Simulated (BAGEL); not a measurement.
# C4H4N2 (pyrimidine) at HF/cc-pVDZ (density fitting with cc-pvqz-jkfit)

Aim: the vertical ionisation energy of C4H4N2 (pyrimidine) at HF/cc-pVDZ (density fitting with cc-pvqz-jkfit), from 2 runs. 

The results are computed with BAGEL 1.2.2.

6 further runs of the same task are left out: 5 that didn't finish, 1 set aside as unsound or not needed. Runs told in other sessions of the task aren't counted.

## 1. Starting point

The species is C4H4N2 (10 atoms), meant as a singlet with charge 0. As SMILES, `c1cncnc1`. Geometry: relaxed at PBE0-D4/def2-TZVP.

Bond lengths: C1–C2 1.384 Å, C2–N3 1.328 Å, N3–C4 1.327 Å, C4–N5 1.327 Å, C1–C6 1.384 Å, N5–C6 1.328 Å, C1–H7 1.083 Å, C2–H8 1.087 Å, C4–H9 1.087 Å, C6–H10 1.087 Å. Some angles: C1–C2–N3 122.3°, C2–C1–C6 116.4°, C2–N3–C4 115.9°, N3–C4–N5 127.1°, C4–N5–C6 115.9°, C1–C6–N5 122.3°, C1–C2–H8 121.1°, N3–C2–H8 116.6°, C2–C1–H7 121.8°, C6–C1–H7 121.8°. A long bond or contact: C1–C4 2.648 Å.

## 2. The energy at HF/cc-pVDZ (density fitting with cc-pvqz-jkfit)

File calc.json:

```json
{ "bagel": [

{
  "title": "molecule",
  "basis": "cc-pvdz.json",
  "df_basis": "cc-pvqz-jkfit",
  "angstrom": true,
  "geometry": [
    { "atom": "C", "xyz": [    0.712630,   -0.360800,   -0.804910 ] },
    { "atom": "C", "xyz": [   -0.140140,   -1.228160,   -0.144080 ] },
    { "atom": "N", "xyz": [   -0.978640,   -0.816520,    0.799990 ] },
    { "atom": "C", "xyz": [   -0.951300,    0.481630,    1.074500 ] },
    { "atom": "N", "xyz": [   -0.181530,    1.403910,    0.510410 ] },
    { "atom": "C", "xyz": [    0.649120,    0.970470,   -0.430830 ] },
    { "atom": "H", "xyz": [    1.392950,   -0.705230,   -1.573320 ] },
    { "atom": "H", "xyz": [   -0.153550,   -2.289580,   -0.377560 ] },
    { "atom": "H", "xyz": [   -1.634240,    0.827400,    1.845880 ] },
    { "atom": "H", "xyz": [    1.284700,    1.716890,   -0.900090 ] }
  ]
},
{ "title": "hf" },
{ "title": "print", "file": "orbitals.molden", "orbitals": true }

]}
```

The basis set cc-pVDZ is read from a file made from the Basis Set Exchange's data (not shown).

Command:

```console
BAGEL_NUM_THREADS=1 BAGEL calc.json > calc.out
```

The program printed:

```text
* using 1 threads per process

  ===============================================================
  ===============================================================

  *** Geometry ***

  { "atom" : "C", "xyz" : [      1.346676,     -0.681813,     -1.521059 ] },
  { "atom" : "C", "xyz" : [     -0.264826,     -2.320886,     -0.272272 ] },
  { "atom" : "N", "xyz" : [     -1.849362,     -1.542999,      1.511762 ] },
  { "atom" : "C", "xyz" : [     -1.797696,      0.910149,      2.030511 ] },
  { "atom" : "N", "xyz" : [     -0.343042,      2.653005,      0.964535 ] },
  { "atom" : "C", "xyz" : [      1.226659,      1.833923,     -0.814151 ] },
  { "atom" : "H", "xyz" : [      2.632294,     -1.332692,     -2.973144 ] },
  { "atom" : "H", "xyz" : [     -0.290167,     -4.326679,     -0.713485 ] },
  { "atom" : "H", "xyz" : [     -3.088266,      1.563559,      3.488208 ] },
  { "atom" : "H", "xyz" : [      2.427731,      3.244452,     -1.700924 ] },

  Number of auxiliary basis functions:      840

  Since a DF basis is specified, we compute 2- and 3-index integrals:
    o Being stored without compression. Storage requirement is 0.073 GB

  Number of basis functions:      104
  Number of electrons      :       42

    * METHOD: MOLECULE                             0.98

  *** RHF ***

  === Nuclear Repulsion ===
   210.0900882080

      * DIIS with orbital gradients will be used.

  === RHF iteration (cc-pvdz.json) ===
      0       -262.52731812          0.01164607           0.22
      1       -262.67853829          0.00646333           0.20
      2       -262.71151120          0.00147493           0.21
      3       -262.71413622          0.00054550           0.21
      4       -262.71438499          0.00012306           0.21
      5       -262.71441893          0.00006197           0.22
      6       -262.71442912          0.00003638           0.23
      7       -262.71443298          0.00001065           0.21
      8       -262.71443334          0.00000328           0.21
      9       -262.71443337          0.00000170           0.23
     10       -262.71443337          0.00000044           0.22
     11       -262.71443337          0.00000013           0.22
     12       -262.71443337          0.00000006           0.22
     13       -262.71443337          0.00000002           0.22
     14       -262.71443337          0.00000001           0.21
     15       -262.71443337          0.00000001           0.21
    * SCF iteration converged.

    * Permanent dipole moment:
           (   -0.562115,     0.284596,     0.634901) a.u.

    * METHOD: HF                                   3.88

    * METHOD: PRINT                                0.03

  ===============================================================
```

It took 5.1 s on 1 thread of Arm Neoverse V1, shared host; peak memory 0.23 GiB.

## 3. The doublet cation at the same level

calc.json: that of step 2 with these lines changed.

```diff
@@ -20,3 +20,3 @@
 },
-{ "title": "hf" },
+{ "title": "uhf", "charge": 1, "nopen": 1 },
 { "title": "print", "file": "orbitals.molden", "orbitals": true }
```

The basis set cc-pVDZ is read from a file made from the Basis Set Exchange's data (not shown).

Command:

```console
BAGEL_NUM_THREADS=1 BAGEL calc.json > calc.out
```

The program printed:

```text
* using 1 threads per process

  ===============================================================
  ===============================================================

  *** Geometry ***

  { "atom" : "C", "xyz" : [      1.346676,     -0.681813,     -1.521059 ] },
  { "atom" : "C", "xyz" : [     -0.264826,     -2.320886,     -0.272272 ] },
  { "atom" : "N", "xyz" : [     -1.849362,     -1.542999,      1.511762 ] },
  { "atom" : "C", "xyz" : [     -1.797696,      0.910149,      2.030511 ] },
  { "atom" : "N", "xyz" : [     -0.343042,      2.653005,      0.964535 ] },
  { "atom" : "C", "xyz" : [      1.226659,      1.833923,     -0.814151 ] },
  { "atom" : "H", "xyz" : [      2.632294,     -1.332692,     -2.973144 ] },
  { "atom" : "H", "xyz" : [     -0.290167,     -4.326679,     -0.713485 ] },
  { "atom" : "H", "xyz" : [     -3.088266,      1.563559,      3.488208 ] },
  { "atom" : "H", "xyz" : [      2.427731,      3.244452,     -1.700924 ] },

  Number of auxiliary basis functions:      840

  Since a DF basis is specified, we compute 2- and 3-index integrals:
    o Being stored without compression. Storage requirement is 0.073 GB

  Number of basis functions:      104
  Number of electrons      :       42

    * METHOD: MOLECULE                             0.95

  *** Open-shell HF ***

  === Nuclear Repulsion ===
   210.0900882080

      * DIIS with orbital gradients will be used.

  === UHF iteration (cc-pvdz.json) ===
      0       -262.20417421          0.01919047           0.41
      1       -262.32748099          0.01084390           0.41
      2       -262.35019417          0.00617818           0.41
      3       -262.36185531          0.00190909           0.41
      4       -262.36508330          0.00078141           0.41
      5       -262.36622672          0.00036715           0.42
      6       -262.36693784          0.00007332           0.41
      7       -262.36717813          0.00004244           0.41
      8       -262.36734018          0.00003067           0.41
      9       -262.36747789          0.00003350           0.41
     10       -262.36732085          0.00003350           0.41
     11       -262.36715313          0.00003314           0.40
     12       -262.36747428          0.00003291           0.40
     13       -262.36760842          0.00003327           0.41
     14       -262.36729272          0.00003767           0.42
     15       -262.36751017          0.00003352           0.42
     16       -262.36793474          0.00003336           0.41
     17       -262.36862152          0.00004961           0.42
     18       -262.36770267          0.00004345           0.41
     19       -262.36751435          0.00004642           0.41
     20       -262.36756706          0.00004630           0.41
     21       -262.36746822          0.00004895           0.41
     22       -262.36762632          0.00006432           0.41
     23       -262.36818284          0.00003965           0.41
     24       -262.36794660          0.00003022           0.42
     25       -262.36792437          0.00003466           0.41
     26       -262.36808903          0.00003477           0.42
     27       -262.36828030          0.00003599           0.41
     28       -262.36781726          0.00003699           0.41
     29       -262.36895903          0.00005298           0.41
     30       -262.36902405          0.00006386           0.40
     31       -262.36903169          0.00006370           0.41
     32       -262.36909376          0.00006695           0.41
     33       -262.36882661          0.00002559           0.42
     34       -262.36918445          0.00003571           0.42
     35       -262.36995204          0.00005159           0.42
     36       -262.37036904          0.00003521           0.42
     37       -262.37029265          0.00002085           0.42
     38       -262.37060322          0.00003605           0.42
     39       -262.37071380          0.00002804           0.41
     40       -262.37085523          0.00001630           0.42
     41       -262.37090856          0.00001052           0.42
     42       -262.37090798          0.00000841           0.40
     43       -262.37091907          0.00000995           0.40
     44       -262.37091880          0.00000899           0.40
     45       -262.37091939          0.00000876           0.41
     46       -262.37091376          0.00000834           0.41
     47       -262.37091672          0.00000829           0.40
     48       -262.37091655          0.00000710           0.40
     49       -262.37092242          0.00000346           0.40
     50       -262.37092289          0.00000115           0.39
     51       -262.37092305          0.00000130           0.40
     52       -262.37092324          0.00000088           0.40
     53       -262.37092323          0.00000046           0.42
     54       -262.37092322          0.00000057           0.41
     55       -262.37092323          0.00000047           0.42
     56       -262.37092325          0.00000034           0.41
     57       -262.37092325          0.00000023           0.41
     58       -262.37092325          0.00000012           0.40
     59       -262.37092325          0.00000010           0.40
     60       -262.37092325          0.00000004           0.41
     61       -262.37092325          0.00000003           0.41
     62       -262.37092325          0.00000003           0.42
     63       -262.37092325          0.00000003           0.42
     64       -262.37092325          0.00000003           0.42
     65       -262.37092325          0.00000002           0.41
     66       -262.37092325          0.00000002           0.41
     67       -262.37092325          0.00000002           0.41
     68       -262.37092325          0.00000002           0.40
     69       -262.37092325          0.00000002           0.41
     70       -262.37092325          0.00000002           0.40
     71       -262.37092325          0.00000002           0.39
     72       -262.37092325          0.00000002           0.40
     73       -262.37092325          0.00000002           0.41
     74       -262.37092325          0.00000001           0.42
     75       -262.37092325          0.00000001           0.41
     76       -262.37092325          0.00000001           0.41
     77       -262.37092325          0.00000001           0.41
     78       -262.37092325          0.00000001           0.43
     79       -262.37092325          0.00000001           0.44
    * SCF iteration converged.

    * S^2 (UHF) is 1.1839

    * Permanent dipole moment:
           (   -0.306545,     0.155189,     0.346243) a.u.

    * METHOD: UHF                                 33.22

    * METHOD: PRINT                                0.04

  ===============================================================
```

Run time: 35 s. Hardware: 1 thread of Arm Neoverse V1, shared host; peak memory 0.23 GiB.

## 4. Summary of results

At HF/cc-pVDZ (density fitting with cc-pvqz-jkfit):

```
                                          quantity          value
                      singlet C4H4N2: total energy  -262.71443 Eh
                     singlet C4H4N2: dipole moment         2.27 D
                       singlet C4H4N2: HOMO energy      -10.25 eV
                       singlet C4H4N2: LUMO energy        2.89 eV
                     singlet C4H4N2: HOMO–LUMO gap       13.14 eV
                      doublet cation: total energy  -262.37092 Eh
                              doublet cation: ⟨S²⟩          1.184
vertical ionisation energy (to the doublet cation)       9.347 eV
```

The vertical ionisation energy comes to 9.35 eV (902 kJ/mol). −ε(HOMO) before ionisation, 10.25 eV, is 0.90 eV above this ionisation energy. ⟨S²⟩ (doublet cation) is 1.18 where a pure doublet has 0.75: the reference is spin-contaminated.
